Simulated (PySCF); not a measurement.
## Spin states of Si₂

Unrestricted PBE0; basis Si def2-TZVP; no relativity; PySCF 2.14. Outer shells of the fragments: Si 3s2 3p2; Si 3s2 3p2.

Followed along the bond (rough minima from three points):

```tsv
2Ms+1	unpaired	⟨S²⟩ at the start	R at minimum (Å)	Te (eV)
3	π ↑↑	2.01	2.26	0.00
3	σ ↑, π ↑	2.01	2.15	0.15
1	π ↑↓	1.01	2.27	0.20
1	σ ↑, π ↓	1.02	2.15	0.29
1	none	0.00	2.29	0.90
```

Solutions found at the starting distance of 2.230 Å, counted from the lowest of them; the search is not exhaustive and high or unbound solutions are not listed, so other states can lie among these:

| 2Ms+1 | unpaired | term | E (eV) | ⟨S²⟩ | ⟨Lz²⟩ |
| --- | --- | --- | --- | --- | --- |
| 3 | π ↑↑ | ³Σ⁻ | 0.00 | 2.01 | 0.00 |
| 3 | σ ↑, π ↑ | ³Π | 0.19 | 2.01 | 1.01 |
| 1 | π ↑↓ | mixed | 0.20 | 1.01 | 2.03 |
| 1 | σ ↑, π ↓ | mixed | 0.33 | 1.02 | 1.01 |
| 1 | none | mixed | 0.92 | 0.00 | 2.00 |
| 1 | none | ¹Σ⁺ | 1.47 | 0.00 | 0.00 |
| 5 | σ ↑, π ↑↑↑ | ⁵Π | 1.50 | 6.00 | 1.01 |
| 3 | σ ↑, π ↑↑↓ | mixed | 1.94 | 3.03 | 3.05 |
| 3 | σ ↓, π ↑↑↑ | mixed | 2.02 | 3.04 | 1.01 |
| 1 | σ ↑, π ↑↓↓ | mixed | 2.18 | 2.04 | 3.05 |

A term symbol is given only where ⟨S²⟩ and ⟨Lz²⟩ are close to those of a pure state; real π, δ and φ orbitals otherwise mix terms, and g/u labels are left off.
